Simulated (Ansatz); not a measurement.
We consider hcp Gd, described by rVV10 (plane waves, PAW; Ansatz, a program for electronic structure).

Settings: plane-wave cutoff 500 eV, 24×24×14 k mesh (along the axes of the cell as run), Fermi–Dirac smearing 0.1 eV, spin-polarised with parallel moments, scalar-relativistic PAW data made under PBE.

Computed at the level's own relaxed cell.

### Question
Estimate the equilibrium volume per atom, equilibrium lattice constant a, c axis length and magnetic moment per atom (the cell's total over its atoms) that the calculation returns.

### Answer

- equilibrium volume per atom: 33.13 Å³/atom
- equilibrium lattice constant a: 3.631 Å
- c axis length: 5.804 Å
- magnetic moment per atom (the cell's total over its atoms): 7.53 μB

Measured, for comparison: equilibrium volume per atom 33.05 Å³/atom (room temperature, no zero-point or thermal correction; as tabulated in Söderlind et al. (2014), doi:10.1088/0953-8984/26/41/416001); lattice constant a 3.634 Å (293 K, no zero-point or thermal correction, our sources range from 3.634 to 3.640; as tabulated in Wikipedia's data pages); lattice parameter c 5.782 Å (293 K, no zero-point or thermal correction; as tabulated in Wikipedia's data pages). Computed (rounded) less measured: equilibrium volume per atom +0.2 %, lattice constant a -0.1 % (-0.1 % to -0.2 % over the range), lattice parameter c +0.4 %.

Note: the 4f shell is treated without U or exact exchange, so its levels and filling can be wrong; the collinear magnetic order is the start's and need not be the measured one.

Moments are spin moments.

Spin–orbit coupling is not included.

Static lattice: no zero-point or thermal effects.
